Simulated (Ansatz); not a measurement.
Rock-salt TiC was calculated with PBE-D3(BJ) (Ansatz, a first-principles code, PAW).

Run with plane-wave cutoff 500 eV, 16×16×16 k mesh, Fermi–Dirac smearing 0.05 eV, no spin polarisation, scalar-relativistic PAW data made under PBE.

Computed at the level's own relaxed cell.

### Question
What does this level give for the equilibrium volume per atom and equilibrium lattice constant a?

### Answer

- equilibrium volume per atom = 9.88 Å³/atom
- equilibrium lattice constant a = 4.291 Å

Measured, for comparison: equilibrium volume per atom 10.15 Å³/atom, lattice constant a 4.33 Å (temperature not stated, no zero-point or thermal correction; as tabulated in Zhang et al. (2018), doi:10.1088/1367-2630/aac7f0). Computed (rounded) less measured: equilibrium volume per atom -2.7 %, lattice constant a -0.9 %. A static lattice is as a rule a little smaller and stiffer than an uncorrected measurement, which narrows the difference in the lattice constant a and would widen misses of the other sign.

Computed values are for the static lattice.
